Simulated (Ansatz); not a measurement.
Relaxation of H₂S₃ with RKS r2SCAN-D4/def2-TZVP.

```sh
$ ansatz run in.yaml --threads 4 --pin off --events-out ev --progress --plain --max-ram 3916MiB
```

```yaml
crystal:
  periodic: [false, false, false]
  atoms:
    - {symbol: S, position_ang: [0.623850, 0.138460, 1.545950]}
    - {symbol: S, position_ang: [0.177730, 0.953140, -0.282180]}
    - {symbol: S, position_ang: [-0.690650, -0.503070, -1.435750]}
    - {symbol: H, position_ang: [1.854960, -0.303010, 1.262950]}
    - {symbol: H, position_ang: [-1.965890, -0.285520, -1.090980]}
basis:
  gaussian: {orbitals: def2-TZVP}
hamiltonian: {xc: r2scan, dispersion: d4}
scf: {lower_state_search: "off"}
output: {orbitals: {seedname: orbitals}}
relax: {f_tol: 0.02, max_steps: 100}
```

It took 11 s on 4 threads of Intel Xeon on a shared host.

Positions (Å) and forces (eV/Å) at steps 1, 2, 3, 4, 5 of 5:

```xyz
5
step=1 energy=-32537.8804 eV
S     0.624    0.138    1.546   -0.215    0.098    0.183
S     0.178    0.953   -0.282    0.019    0.091   -0.030
S    -0.691   -0.503   -1.436    0.198   -0.086   -0.180
H     1.855   -0.303    1.263    0.247   -0.119   -0.057
H    -1.966   -0.286   -1.091   -0.249    0.016    0.084
5
step=2 energy=-32537.8530 eV rejected
S     0.618    0.250    1.550    0.389   -0.383   -0.247
S     0.193    1.031   -0.307    0.014    0.054   -0.014
S    -0.650   -0.418   -1.502   -0.510   -0.038    0.396
H     1.756   -0.448    1.231   -0.381    0.326    0.157
H    -1.918   -0.414   -0.972    0.489    0.041   -0.291
5
step=3 energy=-32537.8813 eV
S     0.629    0.144    1.563   -0.130    0.151   -0.190
S     0.183    0.963   -0.287   -0.066   -0.249    0.080
S    -0.698   -0.502   -1.455    0.218    0.150    0.074
H     1.860   -0.310    1.269    0.087   -0.061   -0.011
H    -1.974   -0.295   -1.089   -0.109    0.009    0.048
5
step=4 energy=-32537.8824 eV
S     0.619    0.198    1.542    0.086   -0.066   -0.010
S     0.188    1.005   -0.300    0.002   -0.044    0.018
S    -0.668   -0.454   -1.469   -0.116   -0.015    0.044
H     1.807   -0.388    1.253   -0.094    0.092   -0.003
H    -1.946   -0.362   -1.027    0.123    0.033   -0.049
5
step=5 energy=-32537.8863 eV
S     0.621    0.172    1.549   -0.003    0.001    0.000
S     0.183    0.979   -0.291    0.000   -0.007    0.002
S    -0.679   -0.478   -1.458    0.002    0.001    0.001
H     1.831   -0.348    1.257    0.009    0.002    0.002
H    -1.957   -0.326   -1.056   -0.008    0.003   -0.005
```
